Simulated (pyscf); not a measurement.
This saddle point was located with ωB97X-D3(BJ)/def2-SVP in PySCF.

```xyz
7

S      1.6943     0.3905    -0.8950
Si    -0.1400     0.4733    -0.2500
H     -0.3850     0.1493     1.3461
H     -1.1980     1.5054    -0.3752
S     -1.4896    -1.3764    -0.4769
H     -0.9712    -0.6442     0.9089
H     -0.4323    -2.2147    -0.4515
```

Surface: singlet, charge 0. Lowest wavenumbers (cm⁻¹): 1296i, 156, 318, 440, 589.

**Question.** Which two sides does it connect, and which bonds change?

**Answer.** `[SiH2]=[S]` + `[SH2]` ⇌ `[S]=[SiH][SH]` + `[H][H]`, a four-centre exchange read from left to right: H–Si, H–S broken and S–Si, H–H formed. At ωB97M-D3(BJ)/def2-TZVP it lies +15.3 kcal/mol from the left side and +31.4 kcal/mol from the right (each side as separated species at their lowest minima found). On the reactant side the descent ends in an adduct with a S–Si contact, 13.5 kcal/mol under the separated species and 26.2 kcal/mol under the saddle at ωB97X-D3(BJ)/def2-TZVP. What is counted as formed (S–Si) is already present as a longer contact in the reactant adduct; forming that adduct is a step of its own. At ωB97X-D3(BJ)/def2-TZVP the barrier from the zero used here is 12.7 kcal/mol. The same reactants have a lower exit, to HS–SiH₂–SH (barrier -3.4 kcal/mol at ωB97M-D3(BJ)/def2-TZVP, against +15.3 kcal/mol here). One saddle was located; it need not be the lowest between these sides.
